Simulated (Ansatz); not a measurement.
**Al2H2 (singlet): the correlation ladder at angle Al2–Al1–H3 = 180.0°, 6-31G**

One table from this session's results is given with a row withheld; the runs are named, their logs left out.

Method: 6-31G, core rule «outside noble gas», up to 10 orbitals frozen; program: Ansatz 0.2.0, Gaussian basis.

To be run: UHF; CCSD(T) on RHF; CCSD(T) on UHF; BCCD(T) on RHF; CISD; CCSDT(Q) on RHF; CCSDT(Q) on UHF; CCSDTQ on RHF; CASSCF and MRCISD+Q, 2 electrons in 2 orbitals; CASSCF and NEVPT2, 2 electrons in 2 orbitals; CASSCF and MRCISD+Q, 8 electrons in 10 orbitals; CASSCF and NEVPT2, 8 electrons in 10 orbitals; Full CI.

11 further runs of the same task are left out: 2 for a mislabelled method, 7 that didn't finish, 2 set aside as unsound or not needed.

**The geometry**

The geometry derives from a PBE0/def2-TZVP stationary point (not a proven minimum). One angle is set to the value named; bond lengths are kept.

4 atoms, charge 0, spin multiplicity 1.

Atoms are counted from 1 here; the program's logs count them from 0.

Bond lengths: Al1–Al2 2.635 Å, Al1–H3 1.622 Å, Al2–H4 1.622 Å. Angles: Al2–Al1–H3 180.0°, Al1–Al2–H4 120.2°.

Set-up of the first run:

The input, in.yaml:

```yaml
crystal:
  periodic: [false, false, false]
  atoms:
    - {symbol: Al, position_ang: [0.000000, 0.536536, 1.187511]}
    - {symbol: Al, position_ang: [0.000000, -0.501567, -1.234085]}
    - {symbol: H, position_ang: [0.000000, 1.175773, 2.678668]}
    - {symbol: H, position_ang: [0.000000, -2.111855, -1.431936]}
basis:
  gaussian: {orbitals: 6-31G}
magnetization: {spin_polarized: true, initial_magnetization: 0}
hamiltonian: {xc: hf}
output: {orbitals: {seedname: orbitals}}
```

Command:

```bash
$ ansatz run in.yaml --threads 1 --pin off --events-out ev --progress --plain --max-ram 2393MiB
```

Among the steps run: UHF; CCSD(T) on RHF; CCSD(T) on UHF; BCCD(T) on RHF; CISD; CCSDT(Q) on RHF; CCSDT(Q) on UHF; CCSDTQ on RHF; CASSCF and MRCISD+Q, 2 electrons in 2 orbitals; CASSCF and NEVPT2, 2 electrons in 2 orbitals; CASSCF and MRCISD+Q, 8 electrons in 10 orbitals; CASSCF and NEVPT2, 8 electrons in 10 orbitals; Full CI.

One table of the session follows, with a row left open; its other results are not shown here.

```
          method  from FCI (meV)
             RHF         +2761.8
            RMP2          +983.8
            CISD          +324.1
           RCCSD          +122.3
        RCCSD(T)           +43.3
         BCCD(T)           +49.6
          RCCSDT            +8.4
       RCCSDT(Q)            +0.9
         RCCSDTQ            +0.2
     CASSCF pair         +2239.3
     NEVPT2 pair               ?
  CASSCF valence          +551.7
  NEVPT2 valence          +184.2
  MRCISD valence           +21.4
MRCISD+Q valence           +10.4
             FCI               0
```

Estimate the missing values for NEVPT2 pair.

The run gave: from FCI (meV): +775.3. In the column «from FCI (meV)» it lies between CASSCF valence (+551.7) and RMP2 (+983.8).

Among the levels timed on like hardware and quicker than the yardstick, those that no quicker one beats, quickest first: CISD (0.54 s, +324.1 meV); BCCD(T) (0.6 s, +49.6 meV); RCCSD(T) (0.69 s, +43.3 meV); RCCSDT(Q) (1.1 s, +0.9 meV); RCCSDTQ (11 s, +0.2 meV).

Not comparable, so not listed: CASSCF and MRCISD+Q, 2 electrons in 2 orbitals (they don't share determinant, frozen orbitals or solution with the rows shown, or repeat one).

To keep in mind: The yardstick is full CI for this spin, exact in this basis with these frozen cores. Left out of the table: UHF, UMP2, UCCSD, UCCSD(T), UCCSDT, UCCSDT(Q) (another determinant or state than the rows shown). Of the multireference levels listed MRCISD+Q valence comes nearest in total energy (+10.4 meV), which doesn't show that its space is the better one. Warnings in the runs' records: large difference, passed over end.
